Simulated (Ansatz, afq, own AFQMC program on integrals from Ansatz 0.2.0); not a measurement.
Two steps: Ansatz 0.2.0 writes the Fock matrix and Cholesky factors of the valence space, and afq projects on them the lowest state that overlaps trial and start.

```yaml
crystal:
  periodic: [false, false, false]
  atoms:
    - {symbol: B, position_ang: [0.000000, 0.000000, 0.826501]}
    - {symbol: C, position_ang: [0.000000, 0.000000, -0.555344]}
    - {symbol: H, position_ang: [0.000000, -0.925158, -1.123694]}
    - {symbol: H, position_ang: [0.000000, 0.925158, -1.123694]}
basis:
  gaussian: {orbitals: aug-cc-pVDZ}
total_charge: -1
magnetization: {spin_polarized: false, initial_magnetization: 2}
correlation: {method: ccsd_t, electrons: outside_noble_gas, hamiltonian_folder: ham}
```

```sh
$ ansatz run in.yaml --threads 1 --pin off --events-out ev --progress --plain --max-ram 24576MiB --backend cuda --devices 0, --max-vram 18GiB
```

afq runs on the folder ham with

```
--method phaseless --trial cisd --walkers 2000 --populations 20 --least-time 60 --time-step 0.005 --steps-per-block 50 --equilibration-blocks 28 --max-blocks 4000 --target-error 0.00019 --factor-cut 1e-05 --start spin_pure --seed 625 --release-times 0.24,0.51,0.99,1.62,2.4 --release-step 0.03 --release-every 3 --taylor-order 6
```

Times are imaginary, in 1/Eh. The walk had a cap of 237 s. With eight or more populations the least sampling time is a fifth of least-time, and the error comes from their spread.

```
orbitals 62  electrons 6 4  factors 512 of 636
reference energy -63.56099538 Eh
CCSD correlation -0.23462955 Eh in 14 cycles, weight of the determinant in the CISD state 0.8749
energy of the start -63.795627 Eh
 block  time / (1/Eh)  mean weight  energy / Eh
     1     0.250  1.0003  -63.793124
     2     0.500  0.9998  -63.795290
     3     0.750  0.9996  -63.797817
     4     1.000  1.0000  -63.799698
     5     1.250  0.9999  -63.801446
    10     2.500  0.9999  -63.805052
    25     6.250  1.0002  -63.805306
    40    10.000  0.9997  -63.807051
    55    13.750  1.0000  -63.807449
    70    17.500  0.9998  -63.807535
    85    21.250  1.0003  -63.806326
   100    25.000  1.0002  -63.806421
   106    26.500  1.0003  -63.808946
   115    28.750  1.0005  -63.806556
   118    29.500  0.9998  -63.804665
   130    32.500  0.9997  -63.806697
   136    34.000  0.9999  -63.806736
error from the spread of 20 populations
released: time / (1/Eh)  energy / Eh  error  mean overlap
  0.24  -63.806832  0.000135  1.0017
  0.51  -63.806962  0.000108  1.0012
  0.99  -63.807151  0.000122  0.9989
  1.62  -63.807150  0.000194  0.9970
  2.40  -63.807141  0.000156  0.9961
energy -63.806828 +/- 0.000169 Eh
(rows thinned)
```

Question: Estimate how long the walk took on 1 × NVIDIA H100 80GB HBM3 with 2 threads of AMD EPYC 7R13 Processor (Zen 3), with other jobs on the host (the card was shared).

Answer: 80 s of wall time.

The run passed its tests (sampling time, drift between the halves within three errors, error under three times the target), which doesn't prove that it has relaxed.

Against this walk (error 4.6 meV) on the same determinant: CCSD(T) 31.4 meV higher, CCSDT(Q) 12.9 meV lower. The error is statistical and leaves out the bias of the constraint. Released to 2.40 1/Eh the energy moves by -9 ± 6 meV (both errors), within twice the noise.

Cautions: constraint bias not in the error; another spin lies lower (by 1.73 eV); at this level and basis the anion state lies above a neutral one; a spin-contaminated unrestricted determinant lies lower (UHF 167 meV lower, ⟨S²⟩ 2.14).

CCSDT and higher add their correlation energy to the determinant of the CCSD(T) run, since their own runs factorise the integrals more tightly (a shift of under 2 meV). A walk keeps the symmetry of its determinant, which the program's search chose and which needn't be the lowest solution, so a lower state of the same spin and another symmetry isn't excluded.
